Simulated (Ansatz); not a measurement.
Reaction (ligand exchange at a B–C bond): `BBC` + HCl → `BBCl` + CH₄

Isolated molecules relaxed with PBE0-D4/def2-TZVP in Ansatz; ΔE leaves out vibrations. CBS: MP2 limit from def2 TZ/QZ plus the TZ coupled-cluster correction, frozen cores. This one scheme is used for every species. DFT in def2-TZVPP. B3LYP here is the variant with VWN-RPA as its local correlation; programs differ in this.

| level | ΔE (kJ/mol) | difference from CCSD(T)/CBS |
| --- | --- | --- |
| BHLYP-D4 | -95.7 | -1.7 |
| CAM-B3LYP-D4 | -92.2 | 1.8 |
| ωB97X-V | -92.7 | 1.3 |
| ωB97M-V | -92.1 | 1.9 |
| PBE-QIDH | -95.0 | -1.0 |
| revPBE | -92.7 | 1.3 |
| B3LYP | -94.2 | -0.2 |
| RPA@PBE/def2-TZVPP | -95.5 | -1.5 |
| HF/def2-SVP | -103.2 | -9.2 |
| MP2/def2-SVP | -106.1 | -12.1 |
| CCSD/def2-SVP | -102.8 | -8.8 |
| CCSD(T)/def2-SVP | -104.3 | -10.3 |
| SCS-MP2/def2-TZVPP | -98.3 | -4.3 |
| MP2/def2-QZVPP | -98.1 | -4.1 |
| HF/CBS(def2) | -98.3 | -4.3 |
| CCSD/CBS(def2) | -92.6 | 1.4 |
| CCSD(T)/CBS | -94.0 | 0 |

Largest T1 diagnostic among the species: 0.012.

Leaving LDA and LC-ωPBE aside and taking each functional with its dispersion term where it has one, the values, not all of them listed here, spread over 5.7 kJ/mol, from B2PLYP to PBE-D4. LDA lies +6.5 kJ/mol from PBE without D4. At CCSD(T), def2-SVP lies −10.3 kJ/mol from the extrapolated value and def2-TZVPP −0.6 kJ/mol.
